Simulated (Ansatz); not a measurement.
**CHBSi (triplet): wave-function methods side by side at a displaced geometry (v2), cc-pVDZ**

One table from this session's results is given with a row withheld; the runs are named, their logs left out.

Computed with Ansatz 0.2.0, Gaussian basis. Level: cc-pVDZ, core rule «outside noble gas», up to 7 orbitals frozen.

The runs, in order: UHF; CCSD(T) on ROHF; CCSD(T) on UHF; BCCD(T) on ROHF; CISD; CCSDT(Q) on ROHF; CCSDT(Q) on UHF.

18 further runs of the same task are left out: 5 that didn't finish, 13 set aside as unsound or not needed.

### The geometry

The geometry is a PBE0/def2-TZVP stationary point (not a proven minimum) with its atoms shifted at random (size 0.100 Å).

4 atoms, charge 0, spin multiplicity 3.

Atoms are counted from 1 here; the program's logs count them from 0.

Bond lengths: B1–Si2 2.100 Å, B1–C3 1.393 Å, Si2–C3 1.726 Å, Si2–H4 1.463 Å. Angles: Si2–B1–C3 54.8°, B1–Si2–C3 41.2°, B1–Si2–H4 159.6°, C3–Si2–H4 120.8°, B1–C3–Si2 83.9°.

The first run:

File in.yaml:

```yaml
crystal:
  periodic: [false, false, false]
  atoms:
    - {symbol: B, position_ang: [0.109713, -0.539545, 1.304154]}
    - {symbol: Si, position_ang: [-0.055161, -0.126513, -0.748606]}
    - {symbol: C, position_ang: [0.021459, 0.733390, 0.746426]}
    - {symbol: H, position_ang: [0.104567, 0.573135, -2.023270]}
basis:
  gaussian: {orbitals: cc-pVDZ}
magnetization: {spin_polarized: true, initial_magnetization: 2}
hamiltonian: {xc: hf}
output: {orbitals: {seedname: orbitals}}
```

On the command line:

```sh
$ ansatz run in.yaml --threads 1 --pin off --events-out ev --progress --plain --max-ram 2393MiB
```

Among the steps run: UHF; CCSD(T) on ROHF; CCSD(T) on UHF; BCCD(T) on ROHF; CISD; CCSDT(Q) on ROHF; CCSDT(Q) on UHF.

One table of the session follows, with a row left open; its other results are not shown here.

| method | from UCCSDT(Q) (kJ/mol) |
| --- | --- |
| ROHF | +829.5 |
| UHF | +791.9 |
| RMP2 | ? |
| UMP2 | +135.2 |
| CISD | +132.2 |
| RCCSD | +54.9 |
| UCCSD | +52.4 |
| RCCSD(T) | +8.0 |
| UCCSD(T) | +8.9 |
| BCCD(T) | +7.9 |
| RCCSDT | +4.8 |
| UCCSDT | +4.2 |
| RCCSDT(Q) | +0.5 |
| UCCSDT(Q) | 0 |

**Question.** Estimate the row for RMP2.

The run gave: from UCCSDT(Q) (kJ/mol): +109.8. In the column «from UCCSDT(Q) (kJ/mol)» it lies between RCCSD (+54.9) and CISD (+132.2).

Limits of these values: Restricted and unrestricted rows rest on different reference determinants; where their highest levels disagree by more than a few hundredths of an eV, they describe different states and don't form one ladder.
